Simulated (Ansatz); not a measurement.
# BH4 (doublet): the correlation ladder at distance B1–H4 along a hydrogen transfer = 1.568 Å, 6-31G

Aim: climb from Hartree-Fock through coupled cluster and multireference methods for BH4 (doublet) at one geometry and basis, and see what each rung misses.

Program: Ansatz 0.2.0, Gaussian basis. Level of theory: 6-31G, core rule «outside noble gas», up to 1 orbitals frozen. These are calculated values, not measurements.

Plan: UHF; CCSD(T) on ROHF; CCSD(T) on UHF; BCCD(T) on ROHF; CISD; CCSDT(Q) on ROHF; CCSDT(Q) on UHF; CISDTQ; CCSDTQ on ROHF; CCSDTQ on UHF; CASSCF and MRCISD+Q, 3 electrons in 3 orbitals; CASSCF and NEVPT2, 3 electrons in 3 orbitals; CASSCF and MRCISD+Q, 7 electrons in 8 orbitals; CASSCF and NEVPT2, 7 electrons in 8 orbitals; Full CI.

7 further runs of the same task are left out: 4 that didn't finish, 3 set aside as unsound or not needed.

**1. What is computed**

The geometry derives from fragments relaxed apart (PBE0/def2-TZVP) and kept rigid, so it is no stationary point. A hydrogen atom is moved between rigid fragments.

5 atoms, charge 0, spin multiplicity 2.

Atoms are counted from 1 here; the program's logs count them from 0.

Bond lengths: B1–H2 1.193 Å, B1–H3 1.193 Å. Angles: H2–B1–H3 120.0°.

Geometry (Å):

```xyz
5
charge 0, multiplicity 2
B    -0.19269    0.00000    0.00000
H    -0.78942    1.03357    0.00000
H    -0.78942   -1.03357    0.00000
H     1.37531    0.00000    0.00000
H     2.27031    0.00000    0.00000
```

**2. UHF**

The input, in.yaml:

```yaml
crystal:
  periodic: [false, false, false]
  atoms:
    - {symbol: B, position_ang: [-0.192691, 0.000000, 0.000000]}
    - {symbol: H, position_ang: [-0.789424, 1.033571, 0.000000]}
    - {symbol: H, position_ang: [-0.789424, -1.033571, 0.000000]}
    - {symbol: H, position_ang: [1.375309, 0.000000, 0.000000]}
    - {symbol: H, position_ang: [2.270309, 0.000000, 0.000000]}
basis:
  gaussian: {orbitals: 6-31G}
magnetization: {spin_polarized: true, initial_magnetization: 1}
hamiltonian: {xc: hf}
output: {orbitals: {seedname: orbitals}}
```

Started as:

```console
$ ansatz run in.yaml --threads 1 --pin off --events-out ev --progress --plain --max-ram 2393MiB
```

Further steps of the session: CCSD(T) on ROHF; CCSD(T) on UHF; BCCD(T) on ROHF; CISD; CCSDT(Q) on ROHF; CCSDT(Q) on UHF; CISDTQ; CCSDTQ on ROHF; CCSDTQ on UHF; CASSCF and MRCISD+Q, 3 electrons in 3 orbitals; CASSCF and NEVPT2, 3 electrons in 3 orbitals; CASSCF and MRCISD+Q, 7 electrons in 8 orbitals; CASSCF and NEVPT2, 7 electrons in 8 orbitals; Full CI.

Before running them: what should the planned runs give, taken together? Wanted: FCI below the RHF energy; RMP2 from FCI; UMP2 from FCI; RCCSD from FCI; RCCSD(T) from FCI; UCCSD(T) from FCI; RCCSDT(Q) from FCI; UCCSDT(Q) from FCI; NEVPT2 pair from FCI.

**Answer**, as computed:

| quantity | value |
| --- | --- |
| FCI below the RHF energy | -2.4739 eV |
| RMP2 from FCI | +666.4 meV |
| UMP2 from FCI | +654.1 meV |
| RCCSD from FCI | +40.0 meV |
| RCCSD(T) from FCI | +11.1 meV |
| UCCSD(T) from FCI | +11.7 meV |
| RCCSDT(Q) from FCI | +0.2 meV |
| UCCSDT(Q) from FCI | +0.2 meV |
| NEVPT2 pair from FCI | +465.8 meV |
| MRCISD+Q pair from FCI | +3.7 meV |
| NEVPT2 valence from FCI | +203.8 meV |
| levels within 1 kcal/mol (43 meV) | RCCSD, UCCSD, RCCSD(T), UCCSD(T), BCCD(T), RCCSDT, UCCSDT, CISDTQ, RCCSDT(Q), UCCSDT(Q), RCCSDTQ, UCCSDTQ, MRCISD+Q pair, MRCISD valence, MRCISD+Q valence |
| T1 diagnostic | 0.023 |
| effectively unpaired electrons | 1.02 |

RCCSD(T) misses by +11.1 meV, 0.4 % of the correlation energy. One determinant dominates. Of the multireference levels listed MRCISD+Q pair comes nearest in total energy (+3.7 meV), which doesn't show that its space is the better one. These misses are within one basis, not against nature; the frozen cores of restricted and unrestricted runs differ, which can shift their rows.
